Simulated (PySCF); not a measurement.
Molecule: `InChI=1S/C5H9F/c1-3-5(2)4-6/h3H,4H2,1-2H3/b5-3+`.

Bonds (- single, = double, # triple, : aromatic): C1-C2, C2=C3, C3-C4, C3-C5, C5-F6. C1 carries H7, H8, H9; C2 carries H10; C4 carries H11, H12, H13; C5 carries H14, H15. Stereochemistry as in C/C=C(\C)CF.

Frames of a GFN2-xTB Langevin trajectory at 600 K; GIAO PBE0/pcSseg-1 shieldings in PySCF, gas phase, non-relativistic; equivalent atoms averaged within each frame.

Chemical shifts δ = σref − σ; ¹³C (186.93 ppm) and ¹H (31.72 ppm) against TMS; ¹⁹F (170.95 ppm) vs CFCl3, all at this level. The references are static minima.

How do the shifts (ppm) fluctuate along the trajectory?

Answers


```csv
time (fs),C3,C2,C5,C1,C4,F6,H10,H14/H15,H7/H8/H9,H11/H12/H13
optimised geometry,136.5,124.0,88.9,16.1,13.0,-257.9,6.00,5.01,1.91,1.61
250,139.5,126.2,87.2,25.3,20.7,-257.9,6.13,5.25,2.57,1.59
425,129.7,119.0,87.3,14.2,16.8,-250.3,5.45,6.18,1.86,2.17
625,143.5,128.8,87.0,12.7,11.0,-264.2,5.04,5.74,1.17,1.89
800,140.7,121.9,84.0,20.1,19.2,-254.9,6.49,4.61,2.79,1.61
1000,149.2,131.9,99.5,20.8,26.7,-207.6,6.42,5.82,2.42,2.37
mean of frames,140.5,125.6,89.0,18.6,18.9,-247.0,5.91,5.52,2.16,1.93
standard deviation,7.1,5.2,6.0,5.2,5.7,22.6,0.63,0.61,0.65,0.34
```

5 frames give an uncertainty of the mean of about the standard deviation over 2.2 at best, since frames this close in time may not be independent; classical motion lacks zero-point vibration, and the reference would need the same averaging.
